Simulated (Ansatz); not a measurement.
Ideal-gas functions of `[C-]#[NH+]` at 500 K and 1 bar, from an Ansatz frequency run at PBE0-D4/def2-TZVP.

Molar mass 27.03 g/mol, point group C∞v (symmetry number 1), electronic degeneracy 1, moments of inertia 11.037 u Å². Harmonic wavenumbers (cm⁻¹, unscaled): 484, 484, 2128, 3828.

Use S(trans) = R[1.5 ln M + 2.5 ln T − 1.1517]; rotational temperatures θ = 24.2544 K / I; S(rot) = R[ln(T/σθ) + 1]; for each mode x = 1.438777 ν̃/T, S = R[x/(eˣ − 1) − ln(1 − e⁻ˣ)] and H = RT x/(eˣ − 1); 1 cm⁻¹ = 0.0119627 kJ/mol; R = 8.31446 J/(mol·K).

Q: By hand: the entropy, in J/(mol·K).

A: Translation 160.7. Rotation: θ = 2.1976 K, giving 53.4. Vibration, mode by mode: 6.20, 6.20, 0.13, 0.00, in all 12.5. Electronic 0.0. Sum 226.6 J/(mol·K).

Q: By hand: H − E and G − E in kJ/mol, counted from the electronic energy.

A: Zero-point energy ½ × 6924 × 0.0119627 = 41.4; thermal vibration 3.9; translation, rotation and pV give 3.5 RT = 14.6. H − E = 59.9 kJ/mol, and G − E = 59.9 − 500 × 226.6/1000 = -53.4 kJ/mol.

Vibration gives 6 % of the entropy.
